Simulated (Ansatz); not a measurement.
Ideal-gas functions of `OC1=CCO1` at 800 K and 1 bar, from an Ansatz frequency run at PBE0-D4/def2-TZVP.

Molar mass 72.06 g/mol, point group Cs (symmetry number 1), electronic degeneracy 1, moments of inertia 37.153, 97.699, 131.579 u Å². Harmonic wavenumbers (cm⁻¹, unscaled): 243, 283, 444, 612, 688, 738, 917, 951, 1019, 1080, 1117, 1143, 1239, 1264, 1418, 1502, 1779, 3076, 3135, 3328, 3837.

Use S(trans) = R[1.5 ln M + 2.5 ln T − 1.1517]; rotational temperatures θ = 24.2544 K / I; S(rot) = R[ln(√π/σ · √(T³/θAθBθC)) + 1.5]; for each mode x = 1.438777 ν̃/T, S = R[x/(eˣ − 1) − ln(1 − e⁻ˣ)] and H = RT x/(eˣ − 1); 1 cm⁻¹ = 0.0119627 kJ/mol; R = 8.31446 J/(mol·K).

**Question.** By hand: the entropy, in J/(mol·K).

**Answer.** Translation 182.7. Rotation: θ = 0.6528, 0.2483, 0.1843 K, giving 115.2. Vibration, mode by mode: 15.26, 14.02, 10.40, 7.92, 7.05, 6.55, 5.04, 4.80, 4.35, 3.99, 3.79, 3.65, 3.18, 3.07, 2.47, 2.19, 1.48, 0.22, 0.20, 0.15, 0.07, in all 99.8. Electronic 0.0. Sum 397.7 J/(mol·K).

**Question.** By hand: H − E and G − E in kJ/mol, counted from the electronic energy.

**Answer.** Zero-point energy ½ × 29813 × 0.0119627 = 178.3; thermal vibration 46.2; translation, rotation and pV give 4 RT = 26.6. H − E = 251.1 kJ/mol, and G − E = 251.1 − 800 × 397.7/1000 = -67.1 kJ/mol.

Vibration gives 25 % of the entropy. The sum counts one conformer and one mirror image; others add a mixing term.
